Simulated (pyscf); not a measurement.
Single points on ωB97X-D3(BJ)/def2-SVP structures (PySCF, gas phase).

Problem. Estimate the classical barrier height and the reaction energy of `[SH][GeH3]` + `[H]` [doublet] → `[SH2]` + `[GeH3]` [doublet] at ωB97X-D3(BJ)/def2-TZVP. The step runs on the doublet surface, breaks Ge–S and forms H–S; take the separated reactants as zero.

Solution. ΔE‡ = 4.5 kcal/mol, ΔE = -8.7 kcal/mol. CCSD(T)/def2-TZVPP + ΔMP2(QZVPP) gives 3.8 kcal/mol and -13.6 kcal/mol. Zero-point energy shifts the barrier by +0.8 kcal/mol. It is a substitution at S, with an imaginary mode of 770i cm⁻¹. This is the saddle that the search found; another between the same sides may lie lower. The angle at the attacked S is 165°. The CCSD(T) − MP2 part came from Ansatz, without density fitting, on the same reference. The frozen core leaves the outer d or s,p core shells of the metals and heavy elements correlated in the MP2 and CC values, and def2-TZVPP describes them poorly, which can shift differences by a few kcal/mol. Elements up to Kr have no core potential and no relativistic terms here.
